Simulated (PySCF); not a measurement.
**The first ionisation energy along group 14**

Calculated with PySCF 2.14 from differences of total energies of unrestricted determinants, without spin-orbit coupling. Values in eV. The last column holds reference values (NIST; (s) semi-empirical, (t) theoretical, else measured). Unmarked ones compare directly (S terms, centres of terms, or small fine structure); those marked * lie between the lowest fine-structure levels and include a spin-orbit shift.

```
                       element                         configurations     UHF  MP2 (valence)  SCS-MP2 (valence)  CCSD (valence)  CCSD(T) (valence)  reference
 C (pcseg-2, non-relativistic)            [He] 2s2 2p2 → [He] 2s2 2p1  10.788         11.207             11.081          11.103             11.124     11.262
Si (pcseg-2, non-relativistic)            [Ne] 3s2 3p2 → [Ne] 3s2 3p1   7.635          7.907              7.838           7.904              7.925      8.157
Ge (pcseg-2, non-relativistic)  [Ar] 3d10 4s2 4p2 → [Ar] 3d10 4s2 4p1   7.448          7.790              7.716           7.818              7.844      7.925
```

| method | elements | mean error (eV) | mean absolute error (eV) | largest error (eV) |
| --- | --- | --- | --- | --- |
| UHF | 3 | -0.491 | 0.491 | -0.522 |
| MP2 (valence) | 3 | -0.147 | 0.147 | -0.249 |
| SCS-MP2 (valence) | 3 | -0.236 | 0.236 | -0.319 |
| CCSD (valence) | 3 | -0.173 | 0.173 | -0.252 |
| CCSD(T) (valence) | 3 | -0.150 | 0.150 | -0.232 |

Errors include the incompleteness of the basis and the frozen core.

"Valence" correlates the outer s and p shells and, in groups 3 to 12 and the f block, the outer d or f shell, open or full, or the next shell where the ion has no valence electron left; the wider scheme adds the next inner shell.
